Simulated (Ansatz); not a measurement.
Candidate structures of AlN, relaxed level by level: AlN (P6₃/mmc, No. 194, 4 atoms in the cell; start mp-13178; a measured phase of this formula has another space group); AlN (model structure, started from the BeO type, P4₂/mnm, No. 136, 8 atoms in the cell); AlN (model structure, started from the CsCl type, Pm-3m, No. 221, 2 atoms in the cell); wurtzite AlN; zinc-blende AlN (metastable phase). Levels: LDA (Ansatz, a first-principles code, PAW), PBEsol in Ansatz (plane waves, PAW).

Problem. Rank the structures in energy at 0 K, level by level.

Solution. Lowest: LDA, wurtzite AlN; PBEsol, wurtzite AlN. Energies above the lowest of these candidates, meV/atom:

```json
[
 {"structure": "wurtzite AlN", "LDA": "0", "PBEsol": "0"},
 {"structure": "zinc-blende AlN (metastable phase)", "LDA": "23", "PBEsol": "22"},
 {"structure": "AlN (model structure, started from the BeO type, P4₂/mnm, No. 136, 8 atoms in the cell)", "LDA": "40", "PBEsol": "38"},
 {"structure": "AlN (P6₃/mmc, No. 194, 4 atoms in the cell; start mp-13178; a measured phase of this formula has another space group)", "LDA": "90", "PBEsol": "91"},
 {"structure": "AlN (model structure, started from the CsCl type, Pm-3m, No. 221, 2 atoms in the cell)", "LDA": "1706", "PBEsol": "1659"}
]
```

All these levels agree on the lowest structure.

Started from a measured cell: wurtzite AlN; zinc-blende AlN (metastable phase).

Static-lattice energies; unlike cells have unlike k meshes, which leaves some meV/atom of uncertainty, and other structures than these can lie lower.

Note: the relaxation could not lower the start's symmetry, so the cell can be a saddle point above a distorted one.

A model structure was made by putting elements into a prototype or built by hand; it is no filed structure, need not be a known phase, and can be a saddle point held by its symmetry.

A start named mp-… is a Materials Project structure, which need not be a measured phase.
